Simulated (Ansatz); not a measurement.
Computed with Ansatz on PBE0-D4/def2-TZVP structures; ΔE is electronic, products minus reactants. CCSD(T)/CBS is the MP2 limit (def2-TZVPP, def2-QZVPP) plus CCSD(T) − MP2 in def2-TZVPP, frozen cores. This one scheme is used for every species. DFT in def2-TZVPP. B3LYP here is the variant with VWN-RPA as its local correlation; programs differ in this. HSE06 is defined as in plane-wave codes. Each species was taken in one conformer, which may not be the lowest.

Consider the formal exchange of groups at a C–O bond: `COC(C)F` + CH₄ → `CC(C)F` + CH₃OH.

```
             level  ΔE (kJ/mol)  difference from CCSD(T)/CBS
            PBE-D4         15.5                          6.0
         revPBE-D4         14.3                          4.8
           BLYP-D4         18.4                          8.9
         r2SCAN-D4         19.2                          9.7
            B97M-V         19.0                          9.5
           PBE0-D4         12.8                          3.3
          B3LYP-D4         16.4                          6.9
        r2SCANh-D4         17.8                          8.3
        r2SCAN0-D4         16.0                          6.5
          HSE06-D4         12.8                          3.3
          BHLYP-D4         15.6                          6.1
      CAM-B3LYP-D4         18.0                          8.5
           ωB97M-V         15.0                          5.5
            B2PLYP         14.9                          5.4
          PBE-QIDH         11.8                          2.3
               PBE         14.6                          5.1
            revPBE         12.2                          2.7
            r2SCAN         18.8                          9.3
              PBE0         12.0                          2.5
             B3LYP         15.2                          5.7
           r2SCANh         17.4                          7.9
           r2SCAN0         15.6                          6.1
             HSE06         12.0                          2.5
             BHLYP         14.6                          5.1
         CAM-B3LYP         17.1                          7.6
           LC-ωPBE         11.9                          2.4
RPA@PBE/def2-TZVPP         13.0                          3.5
       HF/def2-SVP         25.0                         15.5
     CCSD/def2-SVP         23.4                         13.9
  CCSD(T)/def2-SVP         25.2                         15.7
     HF/def2-TZVPP         14.8                          5.3
    MP2/def2-TZVPP         11.6                          2.1
   CCSD/def2-TZVPP         11.7                          2.2
CCSD(T)/def2-TZVPP         13.4                          3.9
     HF/def2-QZVPP         14.1                          4.6
    MP2/def2-QZVPP          9.1                         -0.4
SCS-MP2/def2-QZVPP          9.2                         -0.3
      HF/CBS(def2)         14.1                          4.6
     MP2/CBS(def2)          7.6                         -1.9
    CCSD/CBS(def2)          7.8                         -1.7
       CCSD(T)/CBS          9.5                            0
```

Largest T1 diagnostic among the species: 0.011.

At CCSD(T), def2-SVP lies +15.7 kJ/mol from the extrapolated value and def2-TZVPP +3.9 kJ/mol. From r2SCAN to r2SCAN0 (25 % exact exchange), in def2-TZVPP and without D4, ΔE moves by −3.2 kJ/mol.
